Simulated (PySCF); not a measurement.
Working out the ionisation energy of Ar

Ar [Ar] (1S) → Ar⁺ [Ne] 3s2 3p5 (2P). All numbers are calculated (PySCF 2.14, the non-relativistic Hamiltonian (point nucleus), in def2-SVP). Frozen: [Ne]. Energies in hartree (1 hartree = 27.21139 eV):

```tsv
part	Ar (lower)	Ar⁺ (upper)
UHF	-526.623385	-526.086378
CCSD correlation	-0.152397	-0.130608
(T)	-0.000715	-0.000886
```

Q: What does Hartree-Fock give?

A: (-526.086378) − (-526.623385) = 0.537007 hartree = 14.613 eV.

Q: What do CCSD and CCSD(T) give?

A: The CCSD correlation energies differ by 0.021789 hartree = 0.593 eV and the triples by -0.000171 hartree = -0.005 eV, so CCSD gives 15.206 eV and CCSD(T) 15.201 eV.

Measured between the centres of the two terms (NIST): 15.819 eV, so CCSD(T) (valence) is off by -0.618 eV.

A double-zeta basis recovers only part of the correlation energy.

What remains against the reference includes basis incompleteness, the frozen core and higher excitations.
